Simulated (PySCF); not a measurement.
## Gas-phase XPS of Si(NH2)H3, computed

Species: Si(NH2)H3.
Z-matrix (Å and degrees, PBE0-D3(BJ)/def2-SVP geometry), rows numbered from 1:
```
Si
N   1  1.7331
H   2  1.0143  1  118.64
H   2  1.0144  1  118.87  3  -138.39
H   1  1.4937  2  107.77  3   -49.30
H   1  1.4940  2  108.18  3  -168.55
H   1  1.5037  2  116.61  3    71.01
```

Method: delta-SCF UKS SCAN, pcX-2 on the ionised atom, pcseg-1 elsewhere, spin-free X2C in PySCF. Vertical ΔSCF values, vacuum level as zero.

**Question.** List the computed XPS lines with their assignment.

**Answer.** 
| atom(s) | bonded to | level | binding energy (eV) | 2p1/2 (eV) | count |
| --- | --- | --- | --- | --- | --- |
| Si1 | N and 3 H | Si 2p3/2 | 107.09 | 107.71 | 1 |
| Si1 | N and 3 H | Si 1s | 1846.93 | – | 1 |
| N2 | 2 H and Si | N 1s | 404.87 | – | 1 |

**Question.** Which photon energy gives electrons from Si 1s of Si1 a kinetic energy of 100 eV, and what is their de Broglie wavelength?

**Answer.** hν = 1846.93 + 100 = 1946.93 eV, recoil neglected; λ = 12.264 Å/√(E/eV) = 1.23 Å.

**Question.** Which effective nuclear charge Zeff reproduces each element's mean 1s value in the hydrogen-like formula E = 13.606 eV × Zeff²?

**Answer.** N (Z = 7): mean 404.9 eV, Zeff = 5.46, Z − Zeff = 1.54; Si (Z = 14): mean 1846.9 eV, Zeff = 11.65, Z − Zeff = 2.35. Means run over the listed sites, weighted by atom count.

The 2p values add to the ΔSCF energy of one spin-free hole a correction within the shell (spin–orbit coupling, ligand field). 2p1/2 minus 2p3/2 (ligand field included): Si 0.62 eV. Isolated species at its PBE0-D3(BJ)/def2-SVP geometry, gas phase.

On an Arm Neoverse V1 with one thread, no GPU, on a shared host, this took 6.0 s of wall time.
